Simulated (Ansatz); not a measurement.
# AlBH₄O: ionisation energy by level of theory

The task here is to estimate one member of a computed series from the others.

The runs use Ansatz 0.2.0, Gaussian basis; unrestricted cation, the program's frozen cores in correlated methods.

Plan: UKS PBE-D4/def2-TZVPP; UKS r2SCAN-D4/def2-TZVPP; UKS PBE0-D4/def2-TZVPP; UKS B3LYP-D4/def2-TZVPP; UKS wB97X-V/def2-TZVPP; UKS wB97M-V/def2-TZVPP; UKS B2PLYP/def2-TZVPP; UHF-CCSD(T)/def2-TZVPP; UHF-MP2/def2-QZVPP; extrapolation to the limit; then −ε(HOMO) from the neutral's earlier runs with LDA (SPW92), PBE-D4, revPBE-D4, BLYP-D4, r2SCAN-D4, B97M-V, PBE0-D4, B3LYP-D4, r2SCANh-D4, r2SCAN0-D4, HSE06-D4, BHLYP-D4, CAM-B3LYP-D4, LC-ωPBE, ωB97X-V, ωB97M-V.

### Structure used throughout

All runs share one geometry, relaxed beforehand with PBE0-D4 in a triple-zeta def2 set.

SMILES `[BH2][AlH][OH]`, 7 atoms, charge 0, spin multiplicity 1.

Atoms are counted from 1 here; the program's logs count them from 0.

Bond lengths: B1–Al2 2.121 Å, B1–H4 1.199 Å, B1–H5 1.199 Å, Al2–O3 1.703 Å, Al2–H6 1.595 Å, O3–H7 0.956 Å. Angles: Al2–B1–H4 122.7°, Al2–B1–H5 122.7°, H4–B1–H5 114.6°, B1–Al2–O3 116.4°, B1–Al2–H6 125.1°, O3–Al2–H6 118.5°, Al2–O3–H7 123.0°.

As a file:

```xyz
7
AlBH4O
B    -1.3188    0.3604   -0.6769
Al    0.4006    0.0534    0.5269
O     1.6178   -0.9397   -0.1298
H    -2.2836   -0.3501   -0.6222
H    -1.4135    1.2709   -1.4518
H     0.6275    0.6769    1.9777
H     2.4313   -1.1398    0.3304
```

The first run:

Contents of in.yaml:

```yaml
crystal:
  periodic: [false, false, false]
  atoms:
    - {symbol: B, position_ang: [-1.318820, 0.360371, -0.676887]}
    - {symbol: Al, position_ang: [0.400563, 0.053410, 0.526912]}
    - {symbol: O, position_ang: [1.617761, -0.939738, -0.129806]}
    - {symbol: H, position_ang: [-2.283565, -0.350122, -0.622216]}
    - {symbol: H, position_ang: [-1.413527, 1.270896, -1.451795]}
    - {symbol: H, position_ang: [0.627474, 0.676941, 1.977666]}
    - {symbol: H, position_ang: [2.431313, -1.139758, 0.330426]}
basis:
  gaussian: {orbitals: def2-TZVPP}
total_charge: 1
magnetization: {spin_polarized: true, initial_magnetization: 1}
hamiltonian: {xc: pbe, dispersion: d4}
```

Command:

```console
$ ansatz run in.yaml --threads 2 --pin off --events-out ev --progress --plain --max-ram 4352MiB
```

Steps of the session up to this table: Cation, UKS PBE-D4/def2-TZVPP; Cation, UKS r2SCAN-D4/def2-TZVPP; Cation, UKS PBE0-D4/def2-TZVPP; Cation, UKS B3LYP-D4/def2-TZVPP; Cation, UKS wB97X-V/def2-TZVPP; Cation, UKS wB97M-V/def2-TZVPP; Cation, UKS B2PLYP (frozen core)/def2-TZVPP; Cation, UHF-CCSD(T)/def2-TZVPP; Cation, UHF-MP2/def2-QZVPP.

One table of the session follows, with a row left open; its other results are not shown here.

For comparison, −ε(HOMO) of the neutral from earlier runs:

```
  functional  −ε(HOMO) (eV)
 LDA (SPW92)           6.38
      PBE-D4           6.31
   revPBE-D4           6.28
     BLYP-D4           6.21
   r2SCAN-D4              ?
      B97M-V           6.61
     PBE0-D4           7.50
    B3LYP-D4           7.32
  r2SCANh-D4           7.00
  r2SCAN0-D4           7.66
    HSE06-D4           7.10
    BHLYP-D4           8.62
CAM-B3LYP-D4           8.86
     LC-ωPBE          10.21
     ωB97X-V           9.86
     ωB97M-V           9.64
```

Q: Estimate the row for r2SCAN-D4 from the others.

Worked estimate for «−ε(HOMO) (eV)». Against the share of exact exchange, r2SCANh-D4 (0.1, 7.00), r2SCAN0-D4 (0.25, 7.66) give a slope of 4.40 per unit share; at 0 the line stands at 6.56.

**Answer.** −ε(HOMO) (eV): 6.56. In «−ε(HOMO) (eV)» the line misses by 0.00.

Limits of these values: The cation may have settled in a state other than its lowest; no search over hole states beyond the program's own was made.
